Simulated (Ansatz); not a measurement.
The same path of AlH₃O₂ (6 atoms, charge 0, multiplicity 1) was run twice with different band settings.

Computed with UKS PBE-D4/def2-SVP (Ansatz).

Relaxed end points:

```xyz
6
Properties=species:S:1:pos:R:3
Al -0.463 0.329 -0.100
O 0.844 1.052 0.744
O -0.514 -1.287 -0.673
H 0.176 -1.961 -0.587
H -1.728 1.230 -0.373
H 1.685 0.637 0.989
```

```xyz
6
Properties=species:S:1:pos:R:3
Al -0.361 0.215 -0.092
O 1.133 0.528 0.697
O -0.627 -1.346 -0.745
H 0.029 -2.058 -0.688
H -1.527 1.276 -0.265
H 1.353 1.385 1.092
```

Common settings: movable images 5; climbing image yes; optimiser quadratic models (default); start path through a guess of the saddle point; force threshold 0.05 eV/Å; iteration limit 60; end points relaxed.

| run | spring |
| --- | --- |
| 1 | 5.0 eV/Å² |
| 2 | 20.0 eV/Å² |

(1) What does each run give, and how far can it be trusted?

## Answers

(1) Run 1: converged after 20 iterations, highest image 0.085 eV above the first end. A vibrational analysis at the climbing image gives one clearly imaginary mode, 342i cm⁻¹: a first-order saddle point.
Run 2: converged after 36 iterations, highest image 0.086 eV above the first end. Another band between the same ends (5 images) ends at a top of the same energy, where a vibrational analysis finds 1 clearly imaginary mode.
